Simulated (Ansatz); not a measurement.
`C[SiH2]O` + `[OH]`• → `C[SiH]O`• + H₂O at 700 K and 1 bar (hydrogen abstraction from the Si–H bond).

Program: Ansatz. Geometries: PBE0-D4/def2-TZVP. ΔE: electronic, gas phase. CCSD(T)/CBS adds triple-zeta CCSD(T) − MP2 to the extrapolated MP2 energy (def2 sets, frozen cores). This one scheme is used for every species. No spin–orbit coupling; open shells (•) take unrestricted orbitals. Each species was taken in one conformer, which may not be the lowest.

```csv
species,CCSD(T)/CBS energy (Eh),H − E (kJ/mol),S (J/(mol·K))
`C[SiH2]O`,-405.96945,239.4,390.4
`[OH]`•,-75.67771,42.8,208.9
`C[SiH]O`•,-405.31213,210.4,384.2
H₂O,-76.37941,80.5,218.4
```

H − E and S are ideal-gas, rigid-rotor, harmonic terms from PBE0-D4/def2-TZVP, for one conformer and one mirror image of each species, with the whole ground term of open shells counted as degenerate. 1 Eh = 2625.50 kJ/mol, R = 8.31446 J/(mol·K).

**Question.** By hand: ΔE, ΔH, ΔS and ΔG.

**Answer.** ΔE = (-405.31213) + (-76.37941) − (-405.96945) − (-75.67771) = -0.04438 Eh = -116.5 kJ/mol. Δ(H − E) = 210.4 + 80.5 − 239.4 − 42.8 = 8.7, so ΔH = -107.8 kJ/mol. ΔS = 384.2 + 218.4 − 390.4 − 208.9 = 3.3 J/(mol·K). ΔG = -107.8 − 700 × (3.3)/1000 = -110.1 kJ/mol.

**Question.** By hand: the equilibrium constant, and the temperature at which ΔG would vanish if ΔH and ΔS stayed fixed.

**Answer.** log₁₀ K = −ΔG/(RT ln 10) = 8.2. ΔH and −TΔS have one sign here, so there is no such temperature. One of them is within its doubt of zero, so this could turn.

The number of gas molecules stays the same, so ΔS is small and ΔH decides. A doubt of 5 kJ/mol in ΔE shifts log₁₀ K by 0.4 here. Other conformers and mirror images would add mixing entropy, several J/(mol·K) or more a flexible species. These are equilibria of isolated gas molecules and say nothing of rates. Largest T1 diagnostic: 0.013 (customary marks: 0.02 for closed shells, 0.045 for open ones).
